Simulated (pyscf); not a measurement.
Four-centre exchange: F–SiH₂–O–SiH₃ (SMILES F[SiH2]O[SiH3]) + HCl (SMILES Cl) -> HF (SMILES F) + H₃Si–O–SiH₂–Cl (SMILES [SiH3]O[SiH2]Cl)

Gas phase, singlet surface, charge 0. Bonds broken: F1–Si2, Cl10–H11. Bonds formed: F1–H11, Si2–Cl10. Structures and frequencies: ωB97X-D3(BJ)/def2-SVP in PySCF.

Transition state (Å):

```xyz
11

F     -1.9267     0.2124     1.4645
Si    -0.0189     0.6862     1.2733
O     -0.3850     1.0304    -0.3054
Si    -1.3541     0.4644    -1.5391
H      0.5900    -0.6547     1.3396
H      0.7583     1.8873     1.6260
H     -0.7115     0.8225    -2.8309
H     -1.4933    -1.0180    -1.4414
H     -2.7011     1.0928    -1.4589
Cl    -0.6218     0.6155     3.6059
H     -1.8201     0.2393     2.5062
```

One imaginary mode, 337i cm⁻¹; descent along it reached the two sides named, in the forms told below.

| bond | change | reactant side (Å) | saddle | product side |
|---|---|---|---|---|
| F1–Si2 | breaks | 1.640 | 1.975 | 3.1 |
| Cl10–H11 | breaks | 1.288 | 1.669 | 2.238 |
| F1–H11 | forms | 2.048 | 1.047 | 0.933 |
| Si2–Cl10 | forms | 3.5 | 2.410 | 2.097 |

Electronic energies relative to the separated reactants (eV):

```csv
level,barrier,reaction energy,reverse barrier
ωB97X-D3(BJ)/def2-TZVP,1.43,+0.38,1.05
PBE/def2-TZVP,1.23,+0.45,0.78
r²SCAN/def2-TZVP,1.35,+0.49,0.86
B3LYP-D3(BJ)/def2-TZVP,1.48,+0.49,0.99
PBE0-D3(BJ)/def2-TZVP,1.33,+0.39,0.94
M06-2X/def2-TZVP,1.49,+0.48,1.01
ωB97M-D3(BJ)/def2-TZVP,1.47,+0.48,0.98
HF/def2-TZVP,2.33,+0.61,1.72
```

With ωB97M-D3(BJ)/def2-TZVP energies and thermal terms (ideal gas, 1 atm, RRHO with modes under 100 cm⁻¹ raised to 100, one conformer, R ln 2 for chiral ones without a mode under 150 cm⁻¹), in eV:

```tsv
T (K)	ΔH‡	ΔG‡	ΔH	ΔG
298	1.47	1.94	+0.52	+0.53
600	1.46	2.41	+0.53	+0.54
900	1.47	2.89	+0.54	+0.55
1200	1.49	3.36	+0.53	+0.55
```

On the product side the descent ends in a complex, 0.22 eV under the separated species and 1.27 eV under the saddle at ωB97X-D3(BJ)/def2-TZVP. One saddle was located; it need not be the lowest between these sides.
